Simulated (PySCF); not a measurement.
## Magnesium: a sound run and one with changed settings

Sound run: Mg [Ne] 3s2, Mg⁺ [Ne] 3s1. Computed with PySCF 2.14 in aug-cc-pVDZ-DK (5s4p2d, 27 functions), with the spin-free X2C one-electron Hamiltonian (Gaussian nucleus). In the sound run the correlated levels freeze [Ne]. The sound run starts from symmetry-adapted Hartree-Fock orbitals and uses a fine grid where one is needed.

Changed run: basis STO-3G, all-electron and non-relativistic. This setting is unsound on purpose.

```
species   method  sound run (hartree)  changed run (hartree)  converged
     Mg      UHF           -199.91423             -197.00735        yes
     Mg   M06-2X           -200.36360             -197.46661        yes
     Mg     TPSS           -200.39017             -197.45239        yes
     Mg      MP2           -199.93589             -197.02783        yes
     Mg  CCSD(T)           -199.94713             -197.04357        yes
    Mg⁺      UHF           -199.67045             -196.96676        yes
    Mg⁺   M06-2X           -200.07714             -197.37156        yes
    Mg⁺     TPSS           -200.11130             -197.35916        yes
```

Ionisation energy of Mg:

| method | sound run (eV) | changed run (eV) |
| --- | --- | --- |
| UHF | 6.634 | 1.105 |
| M06-2X | 7.795 | 2.586 |
| TPSS | 7.588 | 2.537 |
| MP2 | 7.223 | 1.662 |
| SCS-MP2 | 7.341 | 1.773 |
| CCSD | 7.529 | 2.090 |
| CCSD(T) | 7.529 | 2.090 |
| CCSDT | 7.529 | 2.090 |
| FCI | 7.529 | 2.090 |

A minimal basis cannot let orbitals breathe on ionisation and holds almost no correlation. The Hamiltonian changed with the basis, so the totals do not compare.

For comparison, NIST gives 7.646 eV between the lowest levels.
